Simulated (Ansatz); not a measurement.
Two isomers of C4H4F2: A = `C=C(F)/C=C/F`, B = `C=C(F)C(=C)F`.

Program: Ansatz. Geometries: PBE0-D4/def2-TZVP. ΔE: electronic, gas phase. CBS: MP2 limit from def2 TZ/QZ plus the TZ coupled-cluster correction, frozen cores. Functionals use def2-TZVPP. B3LYP here is the variant with VWN-RPA as its local correlation; programs differ in this. Each species was taken in one conformer, which may not be the lowest.

A:

Z-matrix (Å, degrees):
```
C
C 1 1.327
H 1 1.081 2 120.9
H 1 1.080 2 119.8 3 180.0
F 2 1.345 1 119.3 3 0.0
C 2 1.444 1 126.7 3 -180.0
C 6 1.326 2 122.8 1 -180.0
H 6 1.083 2 117.5 1 0.0
F 7 1.331 6 121.3 2 180.0
H 7 1.083 6 125.6 2 -0.0
```

B:

Z-matrix (Å, degrees):
```
C
C 1 1.324
H 1 1.079 2 119.7
H 1 1.081 2 120.6 3 180.0
F 2 1.338 1 120.8 3 -180.0
C 2 1.457 1 126.4 3 0.0
C 6 1.324 2 126.4 1 -180.0
F 6 1.338 2 112.8 1 0.0
H 7 1.081 6 120.6 2 180.0
H 7 1.080 6 119.7 2 0.0
```

**Question.** Which is lower in electronic energy at CCSD(T)/CBS, and by how much? (An estimate is asked.)

**Answer.** Ansatz gave: B, by 2.3 kJ/mol.

**Question.** Give E(B) − E(A) in kJ/mol with B3LYP-D4, r2SCAN-D4, B3LYP, PBE-D4, HF/def2-TZVPP, B2PLYP, BLYP-D4. (Estimate.)

**Answer.** Ansatz gave: B3LYP-D4 -1.0, r2SCAN-D4 -1.9, B3LYP 0.1, PBE-D4 0.5, HF/def2-TZVPP -1.5, B2PLYP -0.7, BLYP-D4 0.0. None reverses the order clearly.

**Question.** Does the order hold for the free energy at 298.15 K (harmonic terms from PBE0-D4)? (Best estimate.)

**Answer.** Computed: Too close to call: G(B) − G(A) = -1.0 kJ/mol, for one conformer each.

Largest T1 diagnostic: 0.012.

Leaving LDA and LC-ωPBE aside and taking each functional with its dispersion term where it has one, the values, not all of them listed here, spread over 3.5 kJ/mol, from B97M-V to PBE-D4. LDA lies −3.1 kJ/mol from PBE without D4. From BLYP to BHLYP (50 % exact exchange), in def2-TZVPP and without D4, E(B) − E(A) moves by −3.1 kJ/mol.
